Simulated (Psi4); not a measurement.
Psi4 input (wB97X-D/6-31G*):

```
memory 1500 MB

molecule {
-1 1
C     1.53627673    0.57214827    0.32255110
C     0.05198928    0.83817034    0.12503813
S    -0.85436042   -0.66617625   -0.25128999
H    -1.61383760   -0.85876183    0.86582543
H    -0.11397751    1.50680258   -0.72768466
H     2.07101338    1.53091325    0.40204664
H     1.72829395    0.03199031    1.26074749
H     2.06867853   -0.01403613   -0.46583059
symmetry c1
no_reorient
no_com
}

set {
  basis 6-31G*
  reference rks
  scf_type pk
  dft_radial_points 99
  dft_spherical_points 590
  e_convergence 1e-8
  d_convergence 1e-7
  maxiter 150
}

e = energy('wb97x-d')
print_out(f'\nFINAL {e:.10f} DIPOLE {variable("CURRENT DIPOLE")[0]:.6f} {variable("CURRENT DIPOLE")[1]:.6f} {variable("CURRENT DIPOLE")[2]:.6f}\n')
```

### Question
Predict the final energy.

### Answer
-477.29143 Eh.
